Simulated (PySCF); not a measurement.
Fluorine: a sound run and one with changed settings

Sound run: F [He] 2s2 2p5, F⁺ [He] 2s2 2p4. Calculation: PySCF 2.14, in aug-cc-pVDZ (4s3p2d, 23 functions); no relativity, point nucleus. In the sound run the correlated levels freeze 1s2. The sound run starts from symmetry-adapted Hartree-Fock orbitals and uses a fine grid where one is needed.

A second run was set up differently.

```json
{"species": "F", "method": "UHF", "sound run (hartree)": "-99.38109", "changed run (hartree)": "-97.98651", "converged": "yes"}
{"species": "F", "method": "BP86", "sound run (hartree)": "-99.73112", "changed run (hartree)": "-98.26062", "converged": "yes"}
{"species": "F", "method": "LDA", "sound run (hartree)": "-99.07478", "changed run (hartree)": "-97.58873", "converged": "yes"}
{"species": "F", "method": "MP2", "sound run (hartree)": "-99.53570", "changed run (hartree)": "-97.98651", "converged": "yes"}
{"species": "F⁺", "method": "UHF", "sound run (hartree)": "-98.80167", "changed run (hartree)": "-97.52349", "converged": "yes"}
{"species": "F⁺", "method": "BP86", "sound run (hartree)": "-99.07555", "changed run (hartree)": "-97.74571", "converged": "yes"}
{"species": "F⁺", "method": "LDA", "sound run (hartree)": "-98.41342", "changed run (hartree)": "-97.07786", "converged": "yes"}
{"species": "F⁺", "method": "MP2", "sound run (hartree)": "-98.90483", "changed run (hartree)": "-97.52349", "converged": "yes"}
```

Ionisation energy of F:

| method | sound run (eV) | changed run (eV) |
| --- | --- | --- |
| UHF | 15.767 | 12.599 |
| BP86 | 17.839 | 14.012 |
| LDA | 17.996 | 13.901 |
| MP2 | 17.167 | 12.599 |
| SCS-MP2 | 17.117 | 12.599 |

Task: What was changed?
A. radial grid too coarse
B. level shift left on
C. basis contracted for another Hamiltonian
D. minimal basis

Result: D. It used basis STO-3G. A minimal basis cannot let orbitals breathe on ionisation and holds almost no correlation.
